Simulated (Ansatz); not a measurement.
Basis sets compared for B₃H₉ (relaxed from a model of (H2B-mu-H)3, whose bonding it doesn't keep). Charge 0, multiplicity 1. Geometry PBE-D4/def2-TZVP. Ansatz on 4 threads of Arm Neoverse V1 on a shared host; times are rough, and most runs start from earlier orbitals.

Cartesian coordinates in Å:
```
B -1.008 0.352 -0.300
H -1.867 0.159 0.501
H -1.349 0.903 -1.324
H -0.587 -0.641 -1.053
B 0.273 -1.064 -0.151
H 0.888 -1.570 -1.065
H -0.094 -1.805 0.706
H 1.330 -0.311 0.057
B 0.639 0.645 0.639
H 0.425 0.576 1.808
H 1.521 1.406 0.302
H -0.171 1.351 -0.120
```

Binding counts from free atoms (B doublet, H doublet) in the same basis, without a counterpoise term.

```tsv
level	functions	energy (Eh)	HOMO (eV)	LUMO (eV)	binding per atom (eV)	wall time
HF/STO-3G	24	-78.1872	-11.74	8.64	3.49	0.1 s
HF/6-31G	45	-79.1134	-12.62	4.06	2.43	0.15 s
HF/def2-TZVP	147	-79.2035	-12.65	3.26	2.51	0.35 s
PBE-D4/def2-SVP	87	-79.6905	-7.84	-0.35	3.31	0.6 s
PBE-D4/def2-TZVP (with forces)	147	-79.7810	-7.95	-0.53	3.30	1.1 s
r2SCAN-D4/def2-TZVP	147	-79.8668	-8.27	-0.29	3.30	1.7 s
PBE0-D4/def2-SVP	87	-79.7255	-9.24	0.51	3.30	0.65 s
PBE0-D4/def2-TZVP	147	-79.8105	-9.31	0.34	3.28	1.1 s
```

Task: Estimate the rows for PBE-D4/def2-TZVPD, r2SCAN-D4/def2-TZVPD, PBE0-D4/def2-TZVPD.

Result: 
```
               level  functions  energy (Eh)  HOMO (eV)  LUMO (eV)  binding per atom (eV)  wall time
   PBE-D4/def2-TZVPD        192     -79.7814      -7.95      -0.59                   3.30      1.4 s
r2SCAN-D4/def2-TZVPD        192     -79.8671      -8.27      -0.32                   3.30      2.6 s
  PBE0-D4/def2-TZVPD        192     -79.8109      -9.31       0.21                   3.28      1.6 s
```
